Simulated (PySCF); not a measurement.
**H₃SS, doublet: structure and spectrum**

These are results of PySCF, UPBE0, basis S def2-TZVP, H def2-TZVP (no relativity, density fitting), not measurements.

The structure is a minimum.

```json
{"Point group": "Cs", "Bond lengths": "S–H 1.348 Å (×2), S–H 1.510 Å, S–S 2.111 Å", "Bond angles": "H–S–H 85.1° (×2), H–S–H 96.5°, H–S–S 101.9° (×2), H–S–S 169.4°", "Highest occupied level (α)": "-6.20 eV", "Zero-point energy": "68.9 kJ/mol", "Lowest empty level (β)": "-2.96 eV", "Enthalpy at 298.15 K above 0 K": "12.54 kJ/mol", "Heat capacity Cp at 298.15 K": "53.8 J/(mol K)", "Rotational constants": "4.779, 0.2046, 0.2032 cm⁻¹", "Rotational symmetry number": "1", "Principal polarisabilities": "28.3, 29.8, 92.5 bohr³", "Entropy at 298.15 K and 1 bar (electronic part: spin only)": "271.5 J/(mol K)", "Spin squared ⟨S²⟩": "0.764", "Principal quadrupole moments (Buckingham, traceless) about the centre of mass": "-2.53, 1.23, 1.30 D Å", "Atomisation energy without zero-point energy": "905 kJ/mol", "Dipole moment": "4.32 D"}
```

Harmonic modes (masses in u: S 31.972, H 1.008):
```csv
symmetry,ω (cm⁻¹),IR (km/mol),μ (u),type
a',201,57.2,7.85,mixed
a'',531,0.0,1.14,bend
a',593,25.0,1.25,bend
a',1019,12.3,1.07,bend
a',1172,136,1.04,bend
a'',1221,7.2,1.02,bend
a',1531,619,1.02,stretch
a',2619,1.7,1.03,stretch
a'',2629,2.4,1.04,stretch
```

Charges (e):
```tsv
atom	Mulliken	Löwdin	polar tensor	spin (Mulliken)	Mayer order to S1
S1	0.00	0.28	0.76	0.13	–
S2	-0.45	-0.37	-0.51	0.61	1.19
H3	0.00	-0.03	-0.31	0.29	0.71
H4,5	0.22	0.06	0.03	-0.02	0.88
```

Mulliken populations on S1: s 5.75, p 9.79, d 0.45, f 0.01.

Outer orbital energies (eV). α occupied: -23.97, -18.44, -14.59, -13.08, -12.46, -6.83, -6.57, -6.20; empty: -0.79, -0.57, 0.76, 4.30. β occupied: -23.73, -17.70, -14.50, -12.62, -11.73, -6.36, -6.32; empty: -2.96, -0.57, -0.53, 1.38.

This need not be the most stable arrangement of these atoms.

The final relaxation and frequency run took 54 s on 4 threads of a shared Arm Neoverse V1 host, with 92 basis functions and 24 gradients; the process peaked at 1.2 GiB. Launch command: `OMP_NUM_THREADS=4 python axn.py task.json out`.
